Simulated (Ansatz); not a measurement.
A made-up structure of SiH$_{3}$SO, doublet:

| atom | x (Å) | y (Å) | z (Å) |
| --- | --- | --- | --- |
| Si1 | -0.9851 | 0.0522 | -0.3886 |
| O2 | 0.5580 | -0.5686 | -0.2151 |
| S3 | 1.5852 | 0.1907 | 0.8438 |
| H4 | -1.5386 | -0.6553 | -1.5765 |
| H5 | 0.4768 | -1.4343 | 0.2149 |
| H6 | 1.3026 | -0.5461 | 1.9373 |

It is relaxed with PBE-D4/def2-SVP and then PBE0-D4/def2-TZVP (Ansatz 0.2.0). Atoms count as bonded within 1.22 times the sum of their covalent radii (H–H: 0.88 Å). The end point is not checked to be a true minimum.

(1) Does its bonding change? (Judge from chemistry; the calculation decides.)

## Answers

(1) Computed: Yes. Formed: Si1–S3; broken: O2–S3.

Where it ends: The first stage lowers the energy by 5.43 eV in 23 steps. It ends as SiH₃SO ([OH][SiH][SH]):
Si1  (-0.438, -0.273, 0.044)
O2  (-0.229, -1.798, -0.544)
S3  (1.364, 0.744, 0.596)
H4  (-1.013, 0.491, -1.094)
H5  (0.323, -2.398, -0.039)
H6  (1.392, 0.272, 1.853)
(Å)

Labels in which every atom is bracketed show which atoms are joined, not bond orders.

For scale, one of the runs: PBE0-D4/def2-TZVP relaxation, 123 basis functions, launched by `ansatz run in.yaml --threads 2 --pin off --events-out ev --progress --plain --max-ram 4352MiB`. Hardware: 2 CPU threads of an Intel Xeon Platinum 8259CL, shared host. Wall time about 2.7 min.
